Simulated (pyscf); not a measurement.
`[CH3][MgH]` + `[CH4]` → `[CH3][Mg][CH3]` + `[H][H]`, a four-centre exchange (singlet surface; H–Mg, C–H broken, C–Mg, H–H formed). PySCF, gas phase, ωB97X-D3(BJ)/def2-SVP geometries. Energies in kcal/mol from the separated reactants.

Small-basis levels: PySCF, no dispersion term, spherical d functions. AM1 to PM7: differences of heats of formation from MOPAC, which are fitted to 298 K values and so differ in kind from electronic energies by zero-point and thermal terms. GFN2-xTB: tblite. Cost: rough CPU time at the saddle relative to B3LYP/6-31G*, from one job on a shared machine.

| level | barrier | reaction energy | cost |
|---|---|---|---|
| HF/3-21G | 54.3 | +13.5 | 0.07 |
| MP2/6-31G* | 44.4 | +10.8 | 0.1 |
| BP86/6-31G* | 35.1 | +11.5 | 2 |
| PBE/6-31G* | 33.7 | +11.4 | 2 |
| B3LYP/3-21G | 39.2 | +10.1 | 0.9 |
| B3LYP/LANL2DZ | 39.4 | +11.3 | 0.8 |
| B3LYP/6-311+G** | 37.8 | +10.9 | 2 |
| GFN2-xTB | 56.1 | +43.4 | under 0.02 |
| PM7 | 26.7 | -36.2 | under 0.02 |
| ωB97M-D3(BJ)/def2-TZVP | 36.2 | +10.5 | – |

Against the last row the barrier runs from -9.6 (PM7) to +19.9 kcal/mol (GFN2-xTB). ωB97M-D3(BJ)/def2-TZVP has limits of its own. At the saddle there is also a short H–Mg contact that neither side keeps. This is the saddle that the search found; another between the same sides may lie lower.
